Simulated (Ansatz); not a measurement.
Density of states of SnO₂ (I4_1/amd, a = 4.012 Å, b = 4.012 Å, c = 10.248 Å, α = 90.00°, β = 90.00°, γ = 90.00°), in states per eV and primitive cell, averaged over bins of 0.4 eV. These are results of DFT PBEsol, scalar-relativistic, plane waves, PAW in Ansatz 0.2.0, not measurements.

Cutoff 420 eV; k points 10×10×10 on the computed 6-atom cell (Γ-centred); Gaussian smearing, width 0.02 eV; no spin polarisation.

The cell is relaxed at this level. The states (both spins) are summed by tetrahedra on a 15×15×15 mesh at the self-consistent density. Energies are bin centres; the table starts no lower than −8 eV and ends at 6 eV, or lower where the solved bands end.

The gap is 1.54 eV at this level, with the zero inside it.

```csv
E − E_F (eV),total,O 2p,Sn 5s,Sn 5p,O 2s
-7.85,1.31,0.74,0.47,0.03,0.05
-7.45,1.64,0.93,0.57,0.04,0.08
-7.05,1.27,0.74,0.40,0.04,0.07
-6.65,1.33,0.80,0.36,0.06,0.09
-6.25,1.61,1.01,0.35,0.12,0.10
-5.85,1.03,0.70,0.10,0.17,0.03
-5.45,1.65,1.21,0.04,0.34,0.03
-5.05,2.33,1.70,0.07,0.46,0.07
-4.65,2.58,1.95,0.05,0.46,0.07
-4.25,3.13,2.41,0.08,0.48,0.10
-3.85,3.07,2.39,0.08,0.46,0.09
-3.45,3.57,2.83,0.07,0.53,0.09
-3.05,3.37,2.77,0.05,0.38,0.10
-2.65,2.99,2.56,0.04,0.25,0.08
-2.25,4.10,3.72,0.02,0.20,0.07
-1.85,5.34,5.02,0.01,0.14,0.04
-1.45,9.84,9.48,0.01,0.09,0.03
-1.05,7.57,7.42,0.00,0.03,0.01
-0.65,0.86,0.84,0.00,0.00,0.00
-0.25,0.00,0.00,0.00,0.00,0.00
0.15,0.00,0.00,0.00,0.00,0.00
0.55,0.00,0.00,0.00,0.00,0.00
0.95,0.02,0.00,0.01,0.00,0.01
1.35,0.07,0.01,0.04,0.00,0.02
1.75,0.12,0.03,0.06,0.01,0.02
2.15,0.18,0.05,0.08,0.01,0.04
2.55,0.26,0.07,0.11,0.02,0.05
2.95,0.38,0.11,0.16,0.03,0.07
3.35,0.58,0.18,0.25,0.05,0.09
3.75,0.93,0.30,0.41,0.08,0.13
4.15,1.38,0.45,0.61,0.13,0.17
4.55,1.24,0.43,0.54,0.13,0.11
4.95,1.58,0.57,0.72,0.15,0.10
5.35,1.70,0.61,0.80,0.17,0.07
5.75,0.96,0.34,0.44,0.10,0.04
```

The columns after the total are the main Löwdin projections on the occupied valence shells of the potentials; 1 other is left out. The rest of the total lies in those, in shells that are empty in the free atom, which aren't projected, and between the atoms.

This form isn't the usual stable structure of the compound.

Cost: 1 run of about 3.5 core-minutes, on Arm Neoverse N1 (shared hosts).